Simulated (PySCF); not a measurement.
Species: (2R,3S)-2,3-dimethylthiirane, C4H8S.
SMILES with atom numbers: `[CH3:1][C@@H:2]1[S:3][C@@H:4]1[CH3:5]` (hydrogens: H6, H7, H8 on C1; H9 on C2; H10 on C4; H11, H12, H13 on C5)

Method used: PBE0-D3(BJ)/def2-TZVP geometry optimisation, gas phase in PySCF 2.14.0.

Question: List the bond lengths, angles and torsions at this level.

Answer: 
```tsv
bond	length (Å)	order
C1–C2, C4–C5	1.500	single
C2–S3, S3–C4	1.815	single
C2–C4	1.483	single
C1–H6 and 5 like bonds	1.092	single
C2–H9, C4–H10	1.087	single
```

Bonds in one row agree within 0.01 Å and their mean is given. Orders are formal, as drawn. A selection of angles:
```tsv
angle	degrees
C2–C1–H6	110.5
C2–C1–H7	111.7
H6–C1–H7	107.8
H7–C1–H8	108.6
C1–C2–S3	119.2
C1–C2–C4	122.4
C1–C2–H9	114.0
S3–C2–C4	65.9
S3–C2–H9	112.0
C4–C2–H9	114.7
C2–S3–C4	48.2
```

Dihedral angles: C1–C2–S3–C4 -115° (anticlinal); C2–S3–C4–C5 115° (anticlinal); C1–C2–C4–S3 110° (anticlinal).

S3 (sulfide sulfur) is bent (angle 48.2°). Of the pairs four or more bonds apart, H7···H12 is among the closest relative to their van der Waals radii: 2.21 Å, 92 % of the sum of Bondi's values. The 3-membered ring C2–S3–C4 has internal angles of 48.2° to 65.9°.

Point group: Cs (every atom within 0.08 Å of its image). No frequency check.
